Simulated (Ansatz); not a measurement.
**AlN2 (quartet): from Hartree-Fock to the top rungs, def2-TZVPP**

One table from this session's results is given with a row withheld; the runs are named, their logs left out.

Method: def2-TZVPP, core rule «outside noble gas», up to 7 orbitals frozen; program: Ansatz 0.2.0, Gaussian basis.

Plan: UHF; ROHF; CCSD(T) on UHF.

2 further runs of the same task are left out: 2 set aside as unsound or not needed.

### The system

The geometry is a PBE0/def2-TZVP stationary point (not a proven minimum) of the parent state, kept for this charge and spin.

3 atoms, charge 0, spin multiplicity 4.

Atoms are counted from 1 here; the program's logs count them from 0.

Bond lengths: Al1–N2 1.982 Å, N2–N3 1.127 Å. Angles: Al1–N2–N3 180.0°.

Set-up of the first run:

in.yaml reads:

```yaml
crystal:
  periodic: [false, false, false]
  atoms:
    - {symbol: Al, position_ang: [0.000000, 0.000000, 1.697108]}
    - {symbol: N, position_ang: [0.000000, 0.000000, -0.285214]}
    - {symbol: N, position_ang: [0.000000, 0.000000, -1.411894]}
basis:
  gaussian: {orbitals: def2-TZVPP}
magnetization: {spin_polarized: true, initial_magnetization: 3}
hamiltonian: {xc: hf}
output: {orbitals: {seedname: orbitals}}
```

The run is started by

```
$ ansatz run in.yaml --threads 1 --pin off --events-out ev --progress --plain --max-ram 4096MiB --backend cpu
```

Among the steps run: UHF; ROHF; CCSD(T) on UHF.

One table of the session follows, with a row left open; its other results are not shown here.

It belongs to the step «Misses and costs». 

```
  method  from UCCSD(T) (kJ/mol)
    ROHF                 +1146.5
     UHF                       ?
    UMP2                  +115.7
   UCCSD                   +58.2
UCCSD(T)                       0
```

Estimate the missing values for UHF.

The run gave: from UCCSD(T) (kJ/mol): +1127.9. In the column «from UCCSD(T) (kJ/mol)» it lies between UMP2 (+115.7) and ROHF (+1146.5).
